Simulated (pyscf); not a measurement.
6 organic steps of one kind (hydrogen abstraction, radical): barrier in kcal/mol, from the separated reactants or the lowest minimum found. PySCF, gas phase, ωB97X-D3(BJ)/def2-SVP geometries. Functionals in def2-TZVP; the last column is ωB97M-D3(BJ)/def2-TZVP. Rows were drawn at random from the steps of this kind and element class whose saddle was verified and whose references are stable.

| step | PBE | M06-2X | r²SCAN | ωB97M-D3(BJ) |
|---|---|---|---|---|
| H₂C=C=NH + H• -> •H₂C–C≡N + H₂ | -2.0 | 5.7 | -2.9 | 5.2 |
| •H₂C–Br + HCl -> H₃C–Br + Cl• | -4.5 | 1.5 | -1.4 | 2.9 |
| cyclic C₃H₂O (SMILES O=c1cc1) + H• -> cyclic C₃HO (SMILES O=c1[c]c1) [doublet] + H₂ | 1.9 | 12.5 | 1.9 | 11.8 |
| Li–CH₃ + H• → Li–CH₂• + H₂ | -0.5 | 6.1 | -2.2 | 4.6 |
| H₂C=Se + H• -> •HC=Se + H₂ | 2.2 | 10.7 | 1.8 | 9.7 |
| H₃C–CH₂–CH₃ + Cl• -> H₃C–CH•–CH₃ + HCl | -12.2 | -3.2 | -11.4 | -2.9 |

Differences from the last column (kcal/mol): PBE: mean -7.7, median -7.4, mean size 7.7, lower in 6 of 6; M06-2X: mean +0.3, median +0.6, mean size 0.9, lower in 2 of 6; r²SCAN: mean -7.6, median -8.0, mean size 7.6, lower in 6 of 6. PBE is closest for row 4 (5.1 kcal/mol apart) and farthest for row 3 (9.8 kcal/mol). PBE, r²SCAN and M06-2X carry no added dispersion term. The last column is a level with limits of its own. Each barrier is that of the saddle found. Left out: the spin-orbit lowering of Cl. Elements up to Kr have no core potential and no relativistic terms here.
